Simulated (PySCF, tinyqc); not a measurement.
CID on RHF in the sto-3g basis, frozen core, for OH-, spin multiplicity 1, step by step. The basis has no diffuse functions, so it cannot describe the extra electron: this is an exercise in the method, not the real anion. The lowest restricted solution is unstable here: a spin-polarised one lies 0.0013 hartree lower (PySCF). One step of it, computed by the program tinyqc.

Problem. CID: determinants and Hamiltonian. Slater-Condon rules over spin orbitals, with the nuclear repulsion and the energy of the frozen orbital added and E(HF) subtracted on the diagonal. Only determinants linked to the reference directly or through others are kept (one block of an abelian symmetry group), so some states are absent.

one-electron integrals dressed by the frozen orbital, h + 2 (pq|11) - (p1|1q) (hartree), lower triangle:
```
           2          3          4          5          6
2  -5.079420
3   0.262234  -3.117510
4   0.000000   0.000000  -4.578858
5   0.000000   0.000000   0.000000  -4.578858
6  -0.278236  -0.989425   0.000000   0.000000  -3.970780
```

energy of the frozen orbital, 2 h_11 + (11|11) = -59.14009916 hartree

Two-electron integrals over orbitals (pq|rs), unique and non-zero (hartree); the lowest 1 orbital is frozen and left out:
```
(22|22) 0.771192    (32|22) -0.066673   (32|32) 0.072650    (33|22) 0.464358
(33|32) 0.040280    (33|33) 0.610548    (42|42) 0.167656    (43|42) -0.025444
(43|43) 0.016206    (44|22) 0.791065    (44|32) -0.071682   (44|33) 0.449314
(44|44) 0.880159    (52|52) 0.167656    (53|52) -0.025444   (53|53) 0.016206
(54|54) 0.047444    (55|22) 0.791065    (55|32) -0.071682   (55|33) 0.449314
(55|44) 0.785270    (55|55) 0.880159    (62|22) 0.038204    (62|32) 0.068144
(62|33) 0.010233    (62|44) 0.046411    (62|55) 0.046411    (62|62) 0.123788
(63|22) 0.192738    (63|32) -0.071663   (63|33) -0.073938   (63|44) 0.195279
(63|55) 0.195279    (63|62) 0.001169    (63|63) 0.184502    (64|42) 0.018870
(64|43) 0.017542    (64|64) 0.038518    (65|52) 0.018870    (65|53) 0.017542
(65|65) 0.038518    (66|22) 0.686358    (66|32) -0.014792   (66|33) 0.541935
(66|44) 0.679506    (66|55) 0.679506    (66|62) 0.057002    (66|63) 0.115993
(66|66) 0.701371
```

nuclear repulsion = 2.76152491 hartree

Hartree-Fock energy = -73.99990269 hartree

Give: determinants; H - E(HF) between determinants.

Solution.

Occupation strings over the orbitals (2 doubly, a alpha, b beta, 0 empty; spin orbitals ordered 1a 1b 2a 2b ...): 222220 222202 222022 220222 2ab222 2ba222 202222

H - E(HF) between determinants (hartree), lower triangle:
```
         222220   222202   222022   220222   2ab222   2ba222  202222
222220   0.0000
222202   0.0385   0.3350
222022   0.0385   0.0474   0.3350
220222   0.1845   0.0162   0.0162   0.9223
2ab222  -0.0012   0.0254   0.0254  -0.0710   1.1637
2ba222   0.0012  -0.0254  -0.0254   0.0710  -0.0726   1.1637
202222   0.1238   0.1677   0.1677   0.0726   0.0359  -0.0359  1.8581
```
